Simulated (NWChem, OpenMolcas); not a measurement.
## How methods differ on H2CO (SMILES C=O)

The species is H2CO (4 atoms), meant as a singlet with charge 0. SMILES: `C=O`. Geometry: relaxed at PBE0-D4/def2-TZVP.

```xyz
4

C    -0.0028   -0.0022   -0.0033
O     0.6920    0.5444    0.8013
H    -0.5448    0.5597   -0.7905
H    -0.1443   -1.1019   -0.0075
```

Quantity: the dipole moment, in D. The values are calculated.

```csv
level,kind,program,value (D),CPU time
BLYP/def2-TZVPP,GGA,NWChem,2.15,10 s
PBE/def2-TZVPP,GGA,OpenMolcas,2.12,12 s
M06-L/def2-TZVPP,meta-GGA,OpenMolcas,2.10,14 s
r2SCAN/def2-TZVPP,meta-GGA,OpenMolcas,2.23,15 s
B3LYP/def2-TZVPP,global hybrid,OpenMolcas,?,12 s
BHLYP/def2-TZVPP,global hybrid,OpenMolcas,2.51,12 s
M06-2X/def2-TZVPP,hybrid meta-GGA,NWChem,?,7.7 s
CAM-B3LYP/def2-TZVPP,range-separated hybrid,NWChem,2.40,32 s
```

**Question.** Estimate what the levels marked ? give.

**Answer.** As computed at these levels: B3LYP/def2-TZVPP: 2.31 D; M06-2X/def2-TZVPP: 2.39 D. Measured: 2.33 D (NIST CCCBDB). Nearest: B3LYP/def2-TZVPP (-0.02 D); farthest: M06-L/def2-TZVPP (-0.23 D). The measured dipole is a vibrational average, so differences of a few hundredths of a debye mean little. Computed less measured by kind, in D (def2-TZVPP rows): GGA -0.21 to -0.18; meta-GGA -0.23 to -0.10; global hybrid -0.02 to +0.18; range-separated hybrid +0.07. CPU times are rough (shared hosts, several kinds of processor): they show what a rung costs within a factor of a few.
